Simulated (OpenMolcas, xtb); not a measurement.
# C3H4F2 (SMILES F/C=C\CF): methods side by side

The species is C3H4F2 (9 atoms), meant as a singlet with charge 0. SMILES: `F/C=C\CF`. The coordinates come from a PBE0-D4/def2-TZVP relaxation. This is one conformer, not always the lowest.

```xyz
9

F    -1.7713    0.6962   -0.7642
C    -0.7568   -0.0838   -1.1488
C     0.2699   -0.3554   -0.3643
C     0.4395    0.1552    1.0194
F     1.6566    0.8114    1.1337
H    -0.8889   -0.4587   -2.1569
H     1.0424   -1.0013   -0.7656
H     0.4498   -0.6667    1.7427
H    -0.3526    0.8568    1.2869
```

Each level gives the vertical energy of the triplet above the singlet (eV). The values are calculated.

```tsv
level	kind	program	value (eV)	less CCSD(T)/6-31G*	CPU time (all runs)
GFN0-xTB	semi-empirical	xtb	4.60	-0.16	under 2 s
HF/6-31G* (spherical functions)	Hartree–Fock	OpenMolcas	3.69	-1.07	15 s
SVWN5/6-31G* (spherical functions)	LDA	OpenMolcas	4.79	+0.03	64 s
BLYP/6-31G* (spherical functions)	GGA	OpenMolcas	4.60	-0.16	1.9 min
PBE/6-31G* (spherical functions)	GGA	OpenMolcas	4.55	-0.21	2 min
r2SCAN/6-31G* (spherical functions)	meta-GGA	OpenMolcas	4.31	-0.45	2.3 min
PBE0/6-31G* (spherical functions)	global hybrid	OpenMolcas	4.44	-0.32	91 s
B3LYP/6-31G* (Cartesian functions)	global hybrid	OpenMolcas	4.54	-0.22	1.8 min
CCSD(T)/6-31G* (spherical functions), open shells restricted	coupled cluster or CI	OpenMolcas	4.76	0.00	2.6 min
```

Differences are taken from CCSD(T)/6-31G* (spherical functions), open shells restricted for orientation; it has basis-set and higher-order errors of its own. The values span 3.69 to 4.79 eV. The xTB rows lack spin polarisation, so open shells miss the exchange term that lowers them. Times are those of the runs behind each value, whatever else they computed, on shared processors of several kinds: orders of magnitude only.
